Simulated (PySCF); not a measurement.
Molecule (SMILES): [H][H] (H2).
Geometry (B3LYP-D3(BJ)/def2-TZVP, fixed):
```
H
H 1 0.7440
```
Charge 0, spin multiplicity 1.

Basis-set convergence of the mean static polarisability at PBE with PySCF. All functions are spherical. Density fitting with generated auxiliary sets. No added dispersion term, no relativity. Reference: the value in aug-cc-pV5Z, 5.70 bohr³. Deviations are taken from unrounded values.

| basis | functions | mean static polarisability (bohr³) | minus reference (%) |
|---|---|---|---|
| 6-31G** | 10 | 2.53 | -55.6 |
| def2-SVP | 10 | 2.87 | -49.7 |
| pcseg-1 | 10 | 2.75 | -51.8 |
| def2-TZVP | 12 | 2.99 | -47.6 |
| def2-SVPD | 16 | 5.30 | -7.2 |
| def2-TZVPD | 18 | 5.55 | -2.8 |
| 6-311++G(2d,2p) | 20 | 4.16 | -27.0 |
| d-aug-cc-pVDZ | 26 | 5.63 | -1.3 |
| jun-cc-pV(T+d)Z | 28 | 4.10 | -28.1 |
| def2-TZVPPD | 34 | 5.67 | -0.7 |
| 6-311++G(3df,3pd) | 36 | 5.28 | -7.4 |
| aug-cc-pVTZ | 46 | 5.69 | -0.2 |
| aug-pcseg-2 | 46 | 5.61 | -1.7 |
| def2-QZVPP | 60 | 4.68 | -18.0 |
| def2-QZVPPD | 66 | 5.70 | -0.2 |
| pcseg-3 | 66 | 5.23 | -8.3 |
| aug-pcseg-3 | 98 | 5.70 | 0.0 |
| pcseg-4 | 122 | 5.51 | -3.5 |
